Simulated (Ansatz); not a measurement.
Input file:

```yaml
crystal:
  periodic: [false, false, false]
  atoms:
    - {symbol: B, position_ang: [0.000000, -0.021607, 1.470453]}
    - {symbol: Al, position_ang: [0.000000, -0.021607, -0.769998]}
    - {symbol: H, position_ang: [0.000000, 1.836720, 2.703142]}
    - {symbol: H, position_ang: [0.000000, -1.026587, 2.137089]}
basis:
  gaussian: {orbitals: cc-pVDZ}
magnetization: {spin_polarized: true, initial_magnetization: 0}
correlation: {method: ccsd_t, electrons: all}
```

```sh
$ ansatz run in.yaml --threads 1 --pin off --events-out ev --progress --plain --max-ram 2393MiB
```

The program prints:

```
402 factors; integrals over basis functions are off by at most 1.5e-3 eV
mean field evaluation 1: about -7279.2188 eV, gradient 8.6e0 eV
mean field evaluation 2: about -7279.2327 eV, gradient 8.6e0 eV
mean field evaluation 4: about -7280.6051 eV, gradient 1.2e0 eV
mean field evaluation 8: about -7280.6540 eV, gradient 4.8e-2 eV
mean field evaluation 16: about -7280.7117 eV, gradient 3.7e-1 eV
mean field evaluation 32: about -7281.1963 eV, gradient 5.2e-1 eV
mean field evaluation 64: about -7281.2165 eV, gradient 8.4e-2 eV
mean field evaluation 96: about -7281.2117 eV, gradient 1.4e-1 eV
mean field evaluation 128: about -7280.6541 eV, gradient 1.6e-4 eV
mean field evaluation 160: about -7281.1533 eV, gradient 8.8e-1 eV
...
mean field evaluation 800: about -7280.2045 eV, gradient 6.8e-1 eV
mean field evaluation 832: about -7279.2766 eV, gradient 2.7e-1 eV
mean field evaluation 864: about -7279.4169 eV, gradient 3.1e-1 eV
mean field evaluation 896: about -7280.2073 eV, gradient 7.1e-1 eV
mean field evaluation 928: about -7281.1570 eV, gradient 4.6e-1 eV
mean field evaluation 960: about -7278.2880 eV, gradient 9.0e0 eV
mean field evaluation 992: about -7271.5608 eV, gradient 1.5e1 eV
mean field evaluation 1024: about -7278.3617 eV, gradient 9.4e0 eV
mean field evaluation 1056: about -7278.7651 eV, gradient 2.8e-1 eV
mean field -7281.21718420 eV, -267.5797961331 hartree, gradient 2.3e-6 eV, S^2 1.121204; 25 other end points of the search recorded, 0 dependent functions left out
determinant -7281.21718420 eV, -267.5797961331 hartree, with singles and doubles -7285.52805130 eV, -267.7382175771 hartree
determinant -7280.74624652 eV, -267.5624894926 hartree, with singles and doubles -7284.76952739 eV, -267.7103423374 hartree
determinant -7280.09803462 eV, -267.5386681447 hartree, with singles and doubles -7284.44809342 eV, -267.6985298568 hartree
determinant -7279.41750869 eV, -267.5136592780 hartree, with singles and doubles -7283.50945932 eV, -267.6640356899 hartree
determinant -7279.29000846 eV, -267.5089737310 hartree, with singles and doubles -7283.21571856 eV, -267.6532409162 hartree
determinant -7278.81525539 eV, -267.4915268774 hartree, with singles and doubles -7282.72416636 eV, -267.6351767060 hartree
determinant -7281.17434626 eV, -267.5782218678 hartree, with singles and doubles -7285.54916118 eV, -267.7389933507 hartree
determinant -7281.21718420 eV, -267.5797961331 hartree, with singles and doubles -7285.63446086 eV, -267.7421280563 hartree
determinant -7281.17434626 eV, -267.5782218678 hartree, with singles and doubles -7285.63069784 eV, -267.7419897677 hartree
determinant -7280.65406534 eV, -267.5591018967 hartree, with singles and doubles -7285.68823553 eV, -267.7441042390 hartree
reference -7281.21718420 eV, -267.5797961331 hartree; 10, 10 occupied and 32, 32 virtual orbitals, 402 factors
second order -2.88043127 eV of doubles, -0.00000000 eV of singles
cycle   1  -4.41727949 eV  change   -2.8e-6 eV  update   5.5e-6
perturbative correction -0.18723982 eV, -0.0068809366 hartree
Total energy: -7285.82170351 eV, -267.7490090968 hartree
```

Ran on 1 thread of Arm Neoverse V1, shared host: 17 s wall, 0.18 GiB peak host memory.
